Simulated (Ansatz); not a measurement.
Consider the substitution at a C–F bond: `FCF` + CH₃SH → `CSCF` + H–F.

Computed with Ansatz on PBE0-D4/def2-TZVP structures; ΔE is electronic, products minus reactants. CCSD(T)/CBS adds triple-zeta CCSD(T) − MP2 to the extrapolated MP2 energy (def2 sets, frozen cores). This one scheme is used for every species. Functionals use def2-TZVPP. One conformer a species, not always the lowest.

```tsv
level	ΔE (eV)
r2SCAN0-D4	-0.15
PBE0	-0.15
r2SCAN0	-0.14
RPA@PBE/def2-TZVPP	-0.10
```

Q: What does CCSD(T)/CBS give? (Best estimate.)

A: Computed: -0.25 eV. The listed levels differ from it by 0.10, 0.10, 0.11, 0.15 eV.

Largest T1 diagnostic among the species: 0.011.

Leaving LDA and LC-ωPBE aside and taking each functional with its dispersion term where it has one, the values, not all of them listed here, spread over 0.16 eV, from revPBE-D4 to BHLYP-D4. LDA lies −0.04 eV from PBE without D4. In def2-TZVPP, CCSD(T) changes the Hartree–Fock value by −0.27 eV (the triples alone add −0.04 eV) and MP2 by −0.37 eV. At CCSD(T), def2-SVP lies +0.34 eV from the extrapolated value and def2-TZVPP +0.09 eV.
